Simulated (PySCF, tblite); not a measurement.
Isomers of C5H12N (doublet state). Computed values, GFN2-xTB/tblite, gas phase, harmonic and unscaled. The method is semi-empirical: single wavenumbers can be off by several per cent or more. One conformer each. Open shells enter through the occupations alone, without spin polarisation, and single modes of such species can be off by tens of per cent.

Electronic energies: B3LYP/pcH-1 single points on the GFN2-xTB geometries (PySCF, gas phase).

```
           SMILES  electronic energy, lowest = 0 (kJ/mol)
CC(C)[C@H](C)[NH]                                     2.5
     [CH2]CNC(C)C                                    27.4
      C[CH]N(C)CC                                     0.0
```

**Question.** How do GFN2-xTB zero-point energies change the relative energies?

**Answer.** 
| SMILES | ZPE (kJ/mol) | of it from modes above 1550 cm⁻¹ | electronic (kJ/mol) | with ZPE, lowest = 0 (kJ/mol) | lowest mode (cm⁻¹) | rings |
| --- | --- | --- | --- | --- | --- | --- |
| C[CH]N(C)CC | 420.6 | 214.3 | 0.0 | 0.0 | 72 | 0 |
| CC(C)[C@H](C)[NH] | 420.0 | 217.3 | 2.5 | 1.9 | 74 | 0 |
| [CH2]CNC(C)C | 418.5 | 218.8 | 27.4 | 25.3 | 54 | 0 |

The zero-point energies span 2.1 kJ/mol, from `[CH2]CNC(C)C` to `C[CH]N(C)CC`. The order is unchanged.

**Question.** And how do the electronic energies of GFN2-xTB itself compare?

**Answer.** `C[CH]N(C)CC` 0.0; `CC(C)[C@H](C)[NH]` 49.1; `[CH2]CNC(C)C` 67.6 kJ/mol, lowest = 0. Against the energies above, taken from the same isomer `C[CH]N(C)CC`, the largest difference is 46.6 kJ/mol.

**Question.** What do entropy and thermal enthalpy add at 298.15 K and 1 bar (rigid rotor, harmonic oscillator, one conformer each)?

**Answer.** 
| SMILES | point group | symmetry number | S (J/(mol K)) | H − H(0) (kJ/mol) | ZPE + H − H(0) − TS (kJ/mol) |
| --- | --- | --- | --- | --- | --- |
| C[CH]N(C)CC | C1 | 1 | 375.2 | 24.98 | 333.7 |
| CC(C)[C@H](C)[NH] | C1 | 1 | 369.5 | 24.67 | 334.5 |
| [CH2]CNC(C)C | C1 | 1 | 378.3 | 25.18 | 330.9 |

S holds R ln(2S + 1) for the spin.
